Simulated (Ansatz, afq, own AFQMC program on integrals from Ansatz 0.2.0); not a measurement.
**AFQMC, coupled cluster and functionals along a coordinate of BH$_{3}$, triplet**

```xyz
4

B    -0.1149    0.0000    0.0891
H     0.3114    0.5391   -0.9919
H     0.6095    0.0000    1.0286
H     0.3113   -0.5391   -0.9919
```

The B1–H4 distance is changed with both sides rigid. Energies in kcal/mol count from this geometry (1.281 Å) at the same level; the start stands on UHF, each point on the determinant named.

Basis 6-31G. Noble-gas cores (and the filled d shells of Ga–Kr and In–Xe) are frozen. Ansatz 0.2.0 and our own AFQMC program on the same integrals; the CISD trial comes from CCSD amplitudes, and released means the phaseless constraint is let go. Uncertainties: one standard error, sampling alone.

Cautions, each for one point or more: lower spins were not checked.

```json
{"r(B1–H4) / Å": "1.033", "det.": "UHF", "T1": "0.008", "weight": "0.96", "⟨S²⟩": "2.01", "CCSD(T)": "18.9", "ph-AFQMC/CISD": "19.0 ± 0.02", "released AFQMC": "19.0 ± 0.01", "FCI": "19.0", "CCSDT(Q)": "19.0", "HF": "17.1", "r2SCAN": "18.3"}
{"r(B1–H4) / Å": "1.596", "det.": "UHF", "T1": "0.020", "weight": "0.95", "⟨S²⟩": "2.01", "CCSD(T)": "7.0", "ph-AFQMC/CISD": "7.0 ± 0.03", "released AFQMC": "6.9 ± 0.02", "FCI": "6.9", "CCSDT(Q)": "6.9", "HF": "7.7", "r2SCAN": "7.8"}
{"r(B1–H4) / Å": "2.087", "det.": "UHF", "T1": "0.017", "weight": "0.95", "⟨S²⟩": "2.01", "CCSD(T)": "14.1", "ph-AFQMC/CISD": "14.1 ± 0.02", "released AFQMC": "14.0 ± 0.01", "FCI": "14.0", "CCSDT(Q)": "14.0", "HF": "8.5", "r2SCAN": "20.1"}
{"r(B1–H4) / Å": "2.884", "det.": "UHF", "T1": "0.006", "weight": "0.96", "⟨S²⟩": "2.00", "CCSD(T)": "10.3", "ph-AFQMC/CISD": "10.3 ± 0.02", "released AFQMC": "10.3 ± 0.01", "FCI": "10.3", "CCSDT(Q)": "10.3", "HF": "1.9", "r2SCAN": "23.6"}
{"r(B1–H4) / Å": "4.355", "det.": "UHF", "T1": "0.006", "weight": "0.96", "⟨S²⟩": "2.00", "CCSD(T)": "9.2", "ph-AFQMC/CISD": "9.3 ± 0.02", "released AFQMC": "9.3 ± 0.01", "FCI": "9.3", "CCSDT(Q)": "9.3", "HF": "0.7", "r2SCAN": "24.4"}
```

Weight is that of the determinant in the CISD state; at the start T1 is 0.007 and the weight 0.96, and ⟨S²⟩ is 2.01. Symmetry can't show for every point that it stays on the start's state. Largest departures from full CI: CCSD(T) 0.1 kcal/mol at 2.087 (on UHF), ph-AFQMC/CISD 0.1 kcal/mol at 2.087 (on UHF), released AFQMC 0.0 kcal/mol at 2.087 (on UHF) (within the noise), CCSDT(Q) 0.0 kcal/mol at 2.087 (on UHF), HF -8.6 kcal/mol at 4.355 (on UHF). The functionals aren't scored here. In this small basis the wave-function levels are far from their limit, so their gap to the functionals isn't the functionals' error.

Some points may be missing: those where a free walk finds a much lower state, and past Zn most of those on another determinant than at the start.

CCSDT and higher add their correlation energy to the determinant of the CCSD(T) run, since their own runs factorise the integrals more tightly (a shift of under 2 meV). A walk keeps the symmetry of its determinant, which the program's search chose and which needn't be the lowest solution, so a lower state of the same spin and another symmetry isn't excluded. Released energies are given only where the last usable release times agree within the noise; a slower fall can still hide under it.
